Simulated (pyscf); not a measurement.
Optimised with ωB97X-D3(BJ)/def2-SVP in PySCF.

Task: F–MoH(F)(F)(F)–F (SMILES [F][MoH]([F])([F])([F])[F]) + HO–SiH₃ (SMILES O[SiH3]) → F–Mo(F)(F)(F)(F)–O–SiH₃ (SMILES [F][Mo]([F])([F])([F])([F])[O][SiH3]) + H₂ (SMILES [H][H])
Surface: singlet. Broken: H–Mo, H–O. Formed: Mo–O, H–H. Give ΔE‡ and ΔE from ωB97M-D3(BJ)/def2-TZVP, relative to the separated reactants.

Result: ΔE‡ = 0.82 eV, ΔE = -1.08 eV. Zero-point energy shifts the barrier by -0.03 eV. It is a four-centre exchange, with an imaginary mode of 1291i cm⁻¹. On the reactant side the descent ends in an adduct with a Mo–O contact, 0.61 eV under the separated species and 1.31 eV under the saddle at ωB97X-D3(BJ)/def2-TZVP. What is counted as formed (Mo–O) is already present as a longer contact in the reactant adduct; forming that adduct is a step of its own. At the saddle there is also a short H–Mo contact that neither side keeps. At ωB97X-D3(BJ) the barrier from the zero used here is 0.70 eV. This is the saddle that the search found; another between the same sides may lie lower. Elements past Kr carry the def2 core potentials, without spin-orbit coupling.
